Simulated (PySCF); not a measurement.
# Orbital energies and ionisation energy

Species: C4H5N.
Cartesian coordinates in Å at the PBE0-D3(BJ)/def2-SVP level; atoms count from 1:
```xyz
10
C4H5N angstrom
C      2.357    0.549   -0.183
C      1.265    0.051   -0.344
C     -0.063   -0.529   -0.493
C     -0.948   -0.279    0.710
N     -2.131    0.165    0.709
H      3.329    0.986   -0.050
H      0.036   -1.622   -0.627
H     -0.553   -0.142   -1.404
H     -0.491   -0.535    1.681
H     -2.439    0.369   -0.250
```

Level: B3LYP/def2-SVPD (PySCF). Frontier orbitals with their largest atomic shares (Löwdin; up to four atoms above 4 %):

```json
{"orbital": "HOMO−3", "ε (eV)": "-9.20", "main atoms": "N5 47 %, C4 32 %, C3 7 %, H10 4 %"}
{"orbital": "HOMO−2", "ε (eV)": "-8.29", "main atoms": "C2 31 %, C1 28 %, N5 23 %, C4 6 %"}
{"orbital": "HOMO−1", "ε (eV)": "-7.89", "main atoms": "C1 41 %, C2 39 %, C3 8 %, H6 4 %"}
{"orbital": "HOMO", "ε (eV)": "-7.41", "main atoms": "?"}
{"orbital": "LUMO", "ε (eV)": "-0.76", "main atoms": "C4 36 %, N5 35 %, C3 8 %, H7 4 %"}
{"orbital": "LUMO+1", "ε (eV)": "0.28", "main atoms": "C3 19 %, H8 15 %, C2 14 %, C1 13 %"}
{"orbital": "LUMO+2", "ε (eV)": "0.47", "main atoms": "C1 30 %, C2 27 %, C3 13 %, H7 10 %"}
```

Task: What vertical ionisation energy does ΔSCF give, and how far is −ε(HOMO) from it?

Result: ΔSCF: 9.68 eV (934 kJ/mol; threshold wavelength 128 nm); ⟨S²⟩ of the doublet left behind is 0.758, against 0.75 for a pure doublet. −ε(HOMO) is 7.41 eV, 2.27 eV below it. For the exact functional −ε(HOMO) would equal the first vertical ionisation energy; B3LYP (global hybrid, 20 % exact exchange) falls short of its own ΔSCF value by 23 %. Holes in the HOMO−1 and HOMO−2 were tried too where these lie within 1.2 eV of the HOMO; the lowest converged state counts.

Task: On which atoms does the HOMO lie?

Result: N5 (imine nitrogen) 41 %, C1 (terminal alkyne carbon) 16 %, C2 (alkyne carbon) 13 %, C4 (imine carbon) 11 %. The HOMO−1 lies 0.48 eV lower.

Task: With α = 55.2 au, estimate the like-pair dispersion coefficient by London's formula C6 = (3/4)α²I.

Result: I = 0.3557 Eh, so C6 ≈ 814 au, a rough estimate.

Task: What total energies stand behind the ΔSCF value?

Result: E(N) = -209.94973 Eh and E(N − 1) = -209.59406 Eh at the same geometry, 0.35567 Eh apart.

Isolated species at its PBE0-D3(BJ)/def2-SVP geometry (one conformer only).

These values come from a run that also computed excited states and ΔSCF ions. Time: 65 s wall. Hardware: an Arm Neoverse V1 with one thread, no GPU, shared host.
